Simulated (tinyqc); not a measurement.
Worked calculation: Hueckel theory of the pi electrons, for the molecule [CH2]C([CH2])=CCl (SMILES; centres numbered as the heavy atoms are written). Computed by tinyqc, a small Python program that keeps every step. Settings: charge = 0. Command: `OMP_NUM_THREADS=1 python tinyqc.py 25086 25087 out.jsonl` (the two numbers bound the seeds that draw the settings). One thread of a shared host (Intel(R) Xeon(R) Processor @ 2.60GHz), about 0.01 s of CPU time with the checks.

## The Hueckel matrix

Centres:
```
centre  z_r, pi electrons of the neutral centre       h
1C                                            1  0.0000
2C                                            1  0.0000
3C                                            1  0.0000
4C                                            1  0.0000
5Cl                                           2  2.0000
```

Bonds:
```
i  j       k
1  2       1
2  3       1
2  4       1
4  5  0.4000
```

H_rr = alpha + h_r beta, H_rs = k_rs beta for bonded centres.

Hueckel matrix in units of beta (H = alpha + beta A), lower triangle:
```
         1C      2C      3C      4C     5Cl
1C   0.0000
2C   1.0000  0.0000
3C   0.0000  1.0000  0.0000
4C   0.0000  1.0000  0.0000  0.0000
5Cl  0.0000  0.0000  0.0000  0.4000  2.0000
```

## Orbitals

pi electrons, sum of z_r less the charge = 6

Diagonalise; E = alpha + x beta with beta < 0, so the largest x are filled first; degenerate levels share their electrons. P = sum n_i c_ri c_si; each orbital has its largest coefficient positive (the first on a tie).

x values: 2.1250  1.6663  0.0000  -0.0520  -1.7393

occupations: 2.0000  2.0000  2.0000  0.0000  0.0000

coefficients:
```
        MO1      MO2      MO3      MO4      MO5
1C   0.1135   0.4001   0.7071  -0.4035  -0.4053
2C   0.2411   0.6667   0.0000   0.0210   0.7049
3C   0.1135   0.4001  -0.7071  -0.4035  -0.4053
4C   0.2854   0.3107   0.0000   0.8058  -0.4155
5Cl  0.9136  -0.3725   0.0000  -0.1571   0.0444
```

charge and bond-order matrix P, lower triangle:
```
          1C       2C       3C      4C     5Cl
1C    1.3460
2C    0.5883   1.0053
3C   -0.6540   0.5883   1.3460
4C    0.3134   0.5520   0.3134  0.3560
5Cl  -0.0907  -0.0561  -0.0907  0.2901  1.9467
```

## Energy, charges, bond orders

E = sum n x; q_r = z_r - P_rr; bond order p = P_rs; free valence = sqrt(3) - sum of p over the bonds of the atom.

pi energy = 6 alpha + this times beta = 7.5826

pi charges: 1C -0.3460, 2C -0.0053, 3C -0.3460, 4C 0.6440, 5Cl 0.0533

Bond orders and lengths from R = 1.517 - 0.180 p (angstrom, C-C alone):
```
bond       p       R
1-2   0.5883  1.4111
2-3   0.5883  1.4111
2-4   0.5520  1.4176
4-5   0.2901       -
```

free valence of the carbons: 1C 1.1438, 2C 0.0035, 3C 1.1438, 4C 0.8900

gap between the highest filled and the next level = 0.0520 |beta|
